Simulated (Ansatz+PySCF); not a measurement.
A calculation with Ansatz (development build ahead of 0.2.0).

```yaml
crystal:
  periodic: [false, false, false]
  atoms:
    - { symbol: S, position_ang: [0.01082, -0.01842, -0.90678] }
    - { symbol: S, position_ang: [-0.02943, -0.0252, 0.92038] }
basis:
  gaussian: { orbitals: def2-SVP }
magnetization:
  initial_magnetization: 2
hamiltonian:
  xc: hf
correlation:
  method: ccsd_t
  frozen_orbitals: { S: 5 }
scf:
  omitted_lower_state_checks: [starts, atomic_configurations, cluster_reference, orbital_swaps, given_window_search, neighbouring_geometries, increment]
```

The input is written out in the form of the current development build from the run's settings. Correlation on restricted open-shell orbitals is semicanonical, with singles.

Output:

- Converged: yes
- Reference energy: -794.78974 hartree
- CCSD correlation energy: -0.26323 hartree
- Triples correction: -0.00970 hartree
- Total energy: -795.06267 hartree
- Spin squared of the determinant: 2.000
- Stability test: minimum among restricted orbitals
- Largest doubles amplitude: 0.09
